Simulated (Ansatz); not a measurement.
**CH3Na: ionisation energy by level of theory**

One table from this session's results is given with a row withheld; the runs are named, their logs left out.

Method: unrestricted cation, the program's frozen cores in correlated methods; program: Ansatz 0.2.0, Gaussian basis.

Plan: UKS PBE-D4/def2-TZVPP; UKS r2SCAN-D4/def2-TZVPP; UKS PBE0-D4/def2-TZVPP; UKS B3LYP-D4/def2-TZVPP; UKS wB97X-V/def2-TZVPP; UKS wB97M-V/def2-TZVPP; UKS B2PLYP/def2-TZVPP; UHF-CCSD(T)/def2-TZVPP; UHF-CCSD(T)/def2-QZVPP; extrapolation to the limit; then −ε(HOMO) from the neutral's earlier runs with LDA (SPW92), PBE-D4, revPBE-D4, BLYP-D4, r2SCAN-D4, B97M-V, PBE0-D4, B3LYP-D4, r2SCANh-D4, r2SCAN0-D4, HSE06-D4, BHLYP-D4, CAM-B3LYP-D4, LC-ωPBE, ωB97X-V, ωB97M-V.

**Structure used throughout**

An earlier PBE0-D4 in a triple-zeta def2 set relaxation fixed the geometry.

SMILES `[CH3][Na]`, 5 atoms, charge 0, spin multiplicity 1.

Atoms are counted from 1 here; the program's logs count them from 0.

Bond lengths: C1–Na2 2.300 Å, C1–H3 1.095 Å, C1–H4 1.095 Å, C1–H5 1.095 Å. Angles: Na2–C1–H3 110.6°, Na2–C1–H4 110.6°, Na2–C1–H5 110.6°, H3–C1–H4 108.3°, H3–C1–H5 108.3°, H4–C1–H5 108.3°.

Coordinates:

```xyz
5
charge 0, multiplicity 1
C    -0.0987   -0.0666   -0.2026
Na    0.9946    0.4554    1.7527
H    -0.0202   -1.1380   -0.4142
H    -1.1600    0.1929   -0.1322
H     0.3342    0.4826   -1.0450
```

The first run:

in.yaml reads:

```yaml
crystal:
  periodic: [false, false, false]
  atoms:
    - {symbol: C, position_ang: [-0.098712, -0.066636, -0.202637]}
    - {symbol: Na, position_ang: [0.994624, 0.455411, 1.752737]}
    - {symbol: H, position_ang: [-0.020200, -1.137974, -0.414189]}
    - {symbol: H, position_ang: [-1.160018, 0.192878, -0.132206]}
    - {symbol: H, position_ang: [0.334205, 0.482620, -1.045005]}
basis:
  gaussian: {orbitals: def2-TZVPP}
total_charge: 1
magnetization: {spin_polarized: true, initial_magnetization: 1}
hamiltonian: {xc: pbe, dispersion: d4}
```

Run with:

```bash
$ ansatz run in.yaml --threads 2 --pin off --events-out ev --progress --plain --max-ram 22528MiB --backend cpu
```

Among the steps run: Cation, UKS PBE-D4/def2-TZVPP; Cation, UKS r2SCAN-D4/def2-TZVPP; Cation, UKS PBE0-D4/def2-TZVPP; Cation, UKS B3LYP-D4/def2-TZVPP; Cation, UKS wB97X-V/def2-TZVPP; Cation, UKS wB97M-V/def2-TZVPP; Cation, UKS B2PLYP (frozen core)/def2-TZVPP; Cation, UHF-CCSD(T)/def2-TZVPP; Cation, UHF-CCSD(T)/def2-QZVPP.

One of the session's tables, all rows but one given; the rest of the session is left out.

For comparison, −ε(HOMO) of the neutral from earlier runs:

| functional | −ε(HOMO) (eV) |
| --- | --- |
| LDA (SPW92) | ? |
| PBE-D4 | 3.75 |
| revPBE-D4 | 3.65 |
| BLYP-D4 | 3.72 |
| r2SCAN-D4 | 3.67 |
| B97M-V | 3.86 |
| PBE0-D4 | 4.59 |
| B3LYP-D4 | 4.52 |
| r2SCANh-D4 | 4.03 |
| r2SCAN0-D4 | 4.59 |
| HSE06-D4 | 4.20 |
| BHLYP-D4 | 5.50 |
| CAM-B3LYP-D4 | 5.89 |
| LC-ωPBE | 7.01 |
| ωB97X-V | 6.72 |
| ωB97M-V | 6.68 |

Estimate the missing values for LDA (SPW92).

As computed: −ε(HOMO) (eV): 3.90. In the column «−ε(HOMO) (eV)» it lies between B97M-V (3.86) and r2SCANh-D4 (4.03).

To keep in mind: The cation may have settled in a state other than its lowest; no search over hole states beyond the program's own was made.
